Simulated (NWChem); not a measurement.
System: acetic acid (C$_{2}$H$_{4}$O$_{2}$); SMILES CC(=O)O

The following NWChem deck was run.

```
start job
memory heap 200 mb stack 900 mb global 1100 mb
geometry units angstroms noautosym nocenter noautoz
  C     -0.034222     1.388339     0.000000
  C      0.106171    -0.104469     0.000000
  O     -1.089311    -0.716050     0.000000
  O      1.141770    -0.714233     0.000000
  H      0.958245     1.851169     0.000000
  H     -0.602691     1.709942    -0.884811
  H     -0.602691     1.709942     0.884811
  H     -0.905961    -1.668156     0.000000
end
basis spherical
  C library def2-svpd
  O library def2-svpd
  H library def2-svpd
end
dft
  xc b3lyp
  iterations 150
end
property
  response 1 0.0773
end
task dft property
```

Excerpt of the output:

```
             Northwest Computational Chemistry Package (NWChem) 7.3.0
             --------------------------------------------------------

                             Geometry "geometry" -> ""
                             -------------------------

 Output coordinates in angstroms (scale by  1.889725989 to convert to a.u.)

  No.       Tag          Charge          X              Y              Z
 ---- ---------------- ---------- -------------- -------------- --------------
    1 C                    6.0000    -0.03422200     1.38833900     0.00000000
    2 C                    6.0000     0.10617100    -0.10446900     0.00000000
    3 O                    8.0000    -1.08931100    -0.71605000     0.00000000
    4 O                    8.0000     1.14177000    -0.71423300     0.00000000
    5 H                    1.0000     0.95824500     1.85116900     0.00000000
    6 H                    1.0000    -0.60269100     1.70994200    -0.88481100
    7 H                    1.0000    -0.60269100     1.70994200     0.88481100
    8 H                    1.0000    -0.90596100    -1.66815600     0.00000000

 Effective nuclear repulsion energy (a.u.)     121.5409608436

                              NWChem Property Module
                              ----------------------

                                 NWChem DFT Module
                                 -----------------

 Summary of "ao basis" -> "ao basis" (spherical)
 ------------------------------------------------------------------------------
       Tag                 Description            Shells   Functions and Types
 ---------------- ------------------------------  ------  ---------------------
 C                         def2-svpd                 8       20   4s2p2d
 O                         def2-svpd                 9       23   4s3p2d
 H                         def2-svpd                 4        8   2s2p

            General Information
            -------------------
          SCF calculation type: DFT
          Wavefunction type:  closed shell.
          No. of atoms     :     8
          No. of electrons :    32
           Alpha electrons :    16
            Beta electrons :    16
          Charge           :     0
          Spin multiplicity:     1
          Use of symmetry is: off; symmetry adaption is: off
          Maximum number of iterations: 150
          AO basis - number of functions:   118
                     number of shells:    50
          Convergence on energy requested:  1.00D-06
          Convergence on density requested:  1.00D-05
          Convergence on gradient requested:  5.00D-04

              XC Information
              --------------
                         B3LYP Method XC Potential
                     Hartree-Fock (Exact) Exchange  0.200
                        Slater Exchange Functional  0.800 local
                    Becke 1988 Exchange Functional  0.720 non-local
              Lee-Yang-Parr Correlation Functional  0.810
                  VWN I RPA Correlation Functional  0.190 local

             Grid Information
             ----------------
          Grid used for XC integration:  medium
          Radial quadrature: Mura-Knowles
          Angular quadrature: Lebedev.
          Tag              B.-S. Rad. Rad. Pts. Rad. Cut. Ang. Pts.
          ---              ---------- --------- --------- ---------
          C                   0.70       49          10.0       434
          O                   0.60       49          10.0       434
          H                   0.35       45          11.0       434
          Grid pruning is: on
          Number of quadrature shells:   376
          Spatial weights used:  Erf1

      Superposition of Atomic Density Guess
      -------------------------------------

 Sum of atomic energies:        -226.63579146

      Non-variational initial energy
      ------------------------------

 Total energy =    -228.663376
 1-e energy   =    -549.379290
 2-e energy   =     199.174953
 HOMO         =      -0.401066
 LUMO         =       0.031574

   convergence    iter        energy       DeltaE   RMS-Dens  Diis-err
 ---------------- ----- ----------------- --------- --------- ---------
 d= 0,ls=0.0,diis     1   -228.8097156549 -3.50D+02  1.97D-02  1.12D+00
 d= 0,ls=0.0,diis     2   -228.5456323847  2.64D-01  1.18D-02  4.11D+00
 d= 0,ls=0.0,diis     3   -228.9275250559 -3.82D-01  2.52D-03  1.20D-01
 d= 0,ls=0.0,diis     4   -228.9344376411 -6.91D-03  1.06D-03  4.82D-02
 d= 0,ls=0.0,diis     5   -228.9388385592 -4.40D-03  1.99D-04  7.93D-04
  Resetting Diis
 d= 0,ls=0.0,diis     6   -228.9389084373 -6.99D-05  5.86D-05  4.68D-05
 d= 0,ls=0.0,diis     7   -228.9389140257 -5.59D-06  2.05D-05  1.28D-06
 d= 0,ls=0.0,diis     8   -228.9389138717  1.54D-07  1.08D-05  2.90D-06
 d= 0,ls=0.0,diis     9   -228.9389141474 -2.76D-07  2.66D-06  2.23D-07

         Total DFT energy =     -228.938914147357
      One electron energy =     -552.306827035869
           Coulomb energy =      231.301961024400
    Exchange-Corr. energy =      -29.475008979494
 Nuclear repulsion energy =      121.540960843606

 Numeric. integr. density =       32.000003539144

                       DFT Final Molecular Orbital Analysis
                       ------------------------------------

 Vector   14  Occ=2.000000D+00  E=-4.050717D-01
              MO Center= -3.4D-01,  8.0D-01, -1.9D-08, r^2= 2.5D+00
   Bfn.  Coefficient  Atom+Function         Bfn.  Coefficient  Atom+Function
  ----- ------------  ---------------      ----- ------------  ---------------
     7      0.372751  1 C  pz                47     -0.298177  3 O  pz
    95     -0.278830  6 H  s                103      0.278830  7 H  s
    50     -0.209490  3 O  pz                70     -0.176437  4 O  pz
    27     -0.142929  2 C  pz                10      0.131179  1 C  pz
    73     -0.110932  4 O  pz                96     -0.086346  6 H  s

 Vector   15  Occ=2.000000D+00  E=-3.405746D-01
              MO Center=  6.8D-02, -6.6D-01,  8.8D-10, r^2= 1.9D+00
   Bfn.  Coefficient  Atom+Function         Bfn.  Coefficient  Atom+Function
  ----- ------------  ---------------      ----- ------------  ---------------
    47      0.450437  3 O  pz                70     -0.451815  4 O  pz
    50      0.315856  3 O  pz                73     -0.300945  4 O  pz
    27     -0.141992  2 C  pz                76     -0.074036  4 O  pz
    53      0.072115  3 O  pz                34      0.044568  2 C  d  1
    30     -0.042153  2 C  pz                95     -0.039494  6 H  s

 Vector   16  Occ=2.000000D+00  E=-2.945229D-01
              MO Center=  7.2D-01, -4.8D-01,  1.0D-09, r^2= 1.7D+00
   Bfn.  Coefficient  Atom+Function         Bfn.  Coefficient  Atom+Function
  ----- ------------  ---------------      ----- ------------  ---------------
    69      0.505648  4 O  py                72      0.343641  4 O  py
    68      0.287373  4 O  px                45      0.243753  3 O  px
    24     -0.237086  2 C  s                 71      0.198193  4 O  px
     6      0.178619  1 C  py                48      0.170860  3 O  px
     9      0.101073  1 C  py                75      0.100954  4 O  py

 Vector   17  Occ=0.000000D+00  E=-1.062067D-02
              MO Center=  1.5D-01, -4.7D-02,  7.4D-10, r^2= 2.5D+00
   Bfn.  Coefficient  Atom+Function         Bfn.  Coefficient  Atom+Function
  ----- ------------  ---------------      ----- ------------  ---------------
    27      0.568788  2 C  pz                30      0.435513  2 C  pz
    70     -0.361865  4 O  pz                73     -0.317457  4 O  pz
    47     -0.208141  3 O  pz                50     -0.185436  3 O  pz
    76     -0.144313  4 O  pz                95      0.142527  6 H  s
   103     -0.142527  7 H  s                 17     -0.118614  1 C  d -1

 Vector   18  Occ=0.000000D+00  E= 3.551556D-03
              MO Center= -6.3D-01, -7.6D-01,  5.9D-10, r^2= 8.3D+00
   Bfn.  Coefficient  Atom+Function         Bfn.  Coefficient  Atom+Function
  ----- ------------  ---------------      ----- ------------  ---------------
    24      5.469414  2 C  s                 67     -2.361337  4 O  s
    44     -1.291786  3 O  s                 88     -1.209142  5 H  s
     4      1.008649  1 C  s                  3      0.940225  1 C  s
    52     -0.820828  3 O  py                51     -0.692956  3 O  px
    96     -0.675643  6 H  s                104     -0.675643  7 H  s

 Vector   19  Occ=0.000000D+00  E= 3.476621D-02
              MO Center= -4.8D-01,  5.5D-01, -6.5D-09, r^2= 9.9D+00
   Bfn.  Coefficient  Atom+Function         Bfn.  Coefficient  Atom+Function
  ----- ------------  ---------------      ----- ------------  ---------------
     4      3.290260  1 C  s                 24     -2.144917  2 C  s
     3      1.983877  1 C  s                 96     -1.418374  6 H  s
   104     -1.418374  7 H  s                 88     -1.270739  5 H  s
   112      0.718835  8 H  s                 52      0.569530  3 O  py
    67      0.519453  4 O  s                102     -0.491875  6 H  pz

     Multipole analysis of the density
     ---------------------------------

     L   x y z        total         alpha         beta         nuclear
     -   - - -        -----         -----         ----         -------
     0   0 0 0     -0.000000    -16.000000    -16.000000     32.000000

     1   1 0 0     -0.622804     -0.026307     -0.026307     -0.570191
     1   0 1 0      0.341878      0.299579      0.299579     -0.257281
     1   0 0 1     -0.000000     -0.000000     -0.000000      0.000000

     2   2 0 0    -21.235816    -50.724585    -50.724585     80.213353
     2   1 1 0      2.123437      0.010942      0.010942      2.101554
     2   1 0 1     -0.000000     -0.000000     -0.000000      0.000000
     2   0 2 0    -14.785948    -64.298989    -64.298989    113.812031
     2   0 1 1      0.000000      0.000000      0.000000      0.000000
     2   0 0 2    -17.447979    -11.519742    -11.519742      5.591505

 *** CALLING NEW AORESP DRIVER FOR CLOSED AND OPEN SHELLS ***
 Entering AOResponse driver routine

--------------------------------------------------------------------------------

          -----------------------------------------------
          Solving response equations for perturbing field
          -----------------------------------------------

 number of frequencies:     1
 frequency in a.u.:  0.7730000E-01
 Perturbing field: electric
 Using El. Dipole Length Gauge

 Setting up CPKS with frequency omega =      0.07730000 a.u.

                            NWChem Dynamic CPHF Module
                            --------------------------

    scftype = RHF
    nclosed =   16
      nopen =    0
  variables =     3264
  num. vecs =        3
  tolerance =   1.0D-04
  max. iter =   50

 SCF residual:    1.0669163088606211E-004

Iterative solution of linear equations
  No. of variables     3264
  No. of equations        3
  Maximum subspace       30
       Convergence  1.0D-04

   iter   nsub   residual    time
   ----  ------  --------  ---------
     1      3    6.25D+00      43.4
     2      6    3.90D+00      50.9
     3      9    4.44D-01      57.6
     4     12    4.75D-02      64.6
     5     15    1.51D-02      72.2
     6     18    4.21D-03      78.7
     7     21    7.45D-04      85.0
     8     24    3.16D-05      91.2

 Electric Dipole Response Matrix (nonzero elements):

              1        2        3
    1   37.8281  -0.7417  -0.0000
    2   -0.7417  39.6995  -0.0000
    3   -0.0000  -0.0000  26.9589

 ------------------------------------------
 average:        34.82885 + I       0.00000

 DFT Linear Response polarizability / au
 Frequency  =       0.0773000 / au
 Wavelength =     589.4353558 / nm
              X              Y              Z
 -----------------------------------------------
 X      37.8281056     -0.7417398     -0.0000000
 Y      -0.7417160     39.6995379     -0.0000000
 Z      -0.0000000     -0.0000000     26.9589124
 -----------------------------------------------
 Eigenvalues =      37.5697771     39.9578664     26.9589124
 Isotropic   =      34.8288520
 Anisotropic =      11.9847032
 -----------------------------------------------

 Magnetic Dipole Response Matrix (nonzero elements):

 Exiting AOResponse driver routine
```

Level: B3LYP/def2-SVPD. Geometry: optimised at PBE0/def2-SVP. B3LYP is NWChem's, with the RPA form of VWN correlation.
